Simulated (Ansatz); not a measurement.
**CH₂BNa (SMILES C=[B][Na]): functionals against CCSD(T) at one geometry**

The atoms stand at a structure displaced at random from a GFN2-xTB minimum. How far do the functionals agree with CCSD(T) there?

Computed with Ansatz 0.2.0, Gaussian basis. Level: single points in def2-TZVPP.

Cores are frozen in the correlated methods. The outer core shell of Li, Na, Mg and K is correlated.

### 1 The starting structure

SMILES `C=[B][Na]`, 5 atoms, charge 0, spin multiplicity 1.

Atoms are counted from 1 here; the program's logs count them from 0.

Bond lengths: C1–B2 1.406 Å, C1–H4 1.260 Å, C1–H5 1.051 Å, B2–Na3 2.163 Å. Angles: B2–C1–H4 135.5°, B2–C1–H5 130.5°, H4–C1–H5 93.5°, C1–B2–Na3 174.1°.

As a file:

```
C    -0.4841    0.4786   -0.2236
B     0.4702   -0.3965    0.3233
Na    1.9271   -1.8562    0.9749
H    -1.6585    0.3648   -0.6666
H    -0.4933    1.5281   -0.2843
```

### 2 CCSD(T)/def2-TZVPP

Contents of run/in.yaml:

```yaml
crystal:
  periodic: [false, false, false]
  atoms:
    - {symbol: C, position_ang: [-0.484100, 0.478600, -0.223600]}
    - {symbol: B, position_ang: [0.470200, -0.396500, 0.323300]}
    - {symbol: Na, position_ang: [1.927100, -1.856200, 0.974900]}
    - {symbol: H, position_ang: [-1.658500, 0.364800, -0.666600]}
    - {symbol: H, position_ang: [-0.493300, 1.528100, -0.284300]}
basis:
  gaussian: {orbitals: def2-TZVPP}
correlation: {method: ccsd_t}
output: {forces: true}
```

The command line of these runs was not kept.

### 3 PBE0-D4/def2-TZVPP

run/in.yaml, as its differences from that of step 2:

```diff
@@ -10,3 +10,3 @@
   gaussian: {orbitals: def2-TZVPP}
-correlation: {method: ccsd_t}
-output: {forces: true}
+hamiltonian: {xc: pbe0, dispersion: d4}
+output: {forces: true, orbitals: {seedname: orbitals}}
```

### 4 wB97M-V/def2-TZVPP

run/in.yaml, as its differences from that of step 3:

```diff
@@ -10,3 +10,3 @@
   gaussian: {orbitals: def2-TZVPP}
-hamiltonian: {xc: pbe0, dispersion: d4}
-output: {forces: true, orbitals: {seedname: orbitals}}
+hamiltonian: {xc: {name: wB97M-V}}
+output: {forces: true}
```

### 5 r2SCAN-D4/def2-TZVPP

run/in.yaml, as its differences from that of step 4:

```diff
@@ -10,3 +10,3 @@
   gaussian: {orbitals: def2-TZVPP}
-hamiltonian: {xc: {name: wB97M-V}}
+hamiltonian: {xc: r2scan, dispersion: d4}
 output: {forces: true}
```

### 6 PBE-D4/def2-TZVPP

run/in.yaml, as its differences from that of step 5:

```diff
@@ -10,3 +10,3 @@
   gaussian: {orbitals: def2-TZVPP}
-hamiltonian: {xc: r2scan, dispersion: d4}
+hamiltonian: {xc: pbe, dispersion: d4}
 output: {forces: true}
```

### 7 LC-wPBE/def2-TZVPP

run/in.yaml, as its differences from that of step 6:

```diff
@@ -10,3 +10,3 @@
   gaussian: {orbitals: def2-TZVPP}
-hamiltonian: {xc: pbe, dispersion: d4}
+hamiltonian: {xc: {name: LC-wPBE}}
 output: {forces: true}
```

### 8 wB97X-V/def2-TZVPP

run/in.yaml, as its differences from that of step 7:

```diff
@@ -10,3 +10,3 @@
   gaussian: {orbitals: def2-TZVPP}
-hamiltonian: {xc: {name: LC-wPBE}}
+hamiltonian: {xc: {name: wB97X-V}}
 output: {forces: true}
```

(Steps that only read results are left out.)

What does the calculation give? Wanted: energy less free atoms, CCSD(T)/def2-TZVPP; RMS force component; RMS force error; HOMO and LUMO, PBE0-D4; T1 diagnostic.

As calculated:

| quantity | value |
| --- | --- |
| energy less free atoms, CCSD(T)/def2-TZVPP | -1427.0 kJ/mol |
| RMS force component | 1.556 to 1.722 eV/Å over the methods |
| RMS force error | PBE0-D4 0.235, wB97M-V 0.268, r2SCAN-D4 0.232, PBE-D4 0.233, LC-wPBE 0.335, wB97X-V 0.226 eV/Å |
| HOMO and LUMO, PBE0-D4 | -5.10 and -1.27 eV |
| T1 diagnostic | 0.013 |

**Reading.** Against CCSD(T) the functionals' energies less atoms differ by -93.3 to -32.3 kJ/mol, PBE-D4 by -93.3 kJ/mol. CCSD(T) in triple zeta still lacks some correlation energy of the bonds, so part of these gaps is its own basis error and they don't rank the functionals. For forces wB97X-V does best and LC-wPBE worst. Frozen-core CCSD(T) forces in triple zeta carry basis errors of their own, and this is one geometry, so small gaps rank nothing.
